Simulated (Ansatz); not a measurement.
# CFSi−: an energy map over two coordinates

How does the energy of CFSi, SMILES FC#[Si-], charge −1 change over two coordinates at once? A grid of runs gives the map.

Program: Ansatz 0.2.0. Level of theory: RHF/def2-TZVPD. These are calculated values, not measurements.

## (1) The starting structure

SMILES `FC#[Si-]`, 3 atoms, charge -1, spin multiplicity 1.

Atoms are counted from 1 here; the program's logs count them from 0.

Bond lengths: F1–C2 1.363 Å, C2–Si3 1.667 Å. Angles: F1–C2–Si3 180.0°.

Coordinates:

```
F     0.1323    1.4397    0.2324
C     0.0090    0.0998    0.0160
Si   -0.1413   -1.5394   -0.2484
```

## (3) The grid

The axes are (1) angle F1–C2–Si3 (carried through 180): 15 values from 140.0 to 220.0 °; (2) change of the bonds C2–F1, C2–Si3, all alike: 15 values from −0.161 to 0.249 Å.

Nothing else is relaxed (all other coordinates rigid). Energies count from the relaxed molecule at the same level. Points are written as (first, second).

(The set-up runs are not shown.)

## (4) Grid point (180.0°, 0.015 Å)

input.yaml

```yaml
crystal:
  periodic: [false, false, false]
  atoms:
    - { symbol: F, position_ang: [0.129084, 1.405882, 0.226881] }
    - { symbol: C, position_ang: [0.008954, 0.097576, 0.015746] }
    - { symbol: Si, position_ang: [-0.138055, -1.503458, -0.242627] }
total_charge: -1
basis:
  gaussian: { orbitals: def2-TZVPD }
hamiltonian:
  xc: hf
output:
  forces: true
```

Run with:

```bash
> ansatz run input.yaml --threads 1 --pin off --max-ram 2560MiB --backend cpu --events-out ev --progress --plain --runs-dir out
```

The session goes on with these runs: the other points that were computed.

**Question.** What will these runs give? Wanted: lowest point; highest computed point; largest force on an atom.

**Answer**, as computed:

| quantity | value |
| --- | --- |
| lowest point | (180.0°, 0.015 Å), 1.0 kJ/mol |
| highest computed point | (140.0°, −0.161 Å), 278 kJ/mol above the lowest |
| largest force on an atom (eV/Å) | 0.7 at (174.3°, 0.015 Å) to 14.8 at (140.0°, −0.161 Å); 0.7 at the lowest point |
| time for the whole task | 3.1 min on 1 thread, shared host |

The lowest computed point is at (180.0°, 0.015 Å), 1.0 kJ/mol from the relaxed molecule at the same level. The grid is coarse, so the lowest point of the scanned range may lie between grid points; coordinates that were held can hide deeper minima. The grid shows no other well, apart from its symmetry copies. The highest computed point, (220.0°, −0.161 Å), lies 278 kJ/mol above the lowest. Round the minimum the two coordinates are nearly uncoupled.
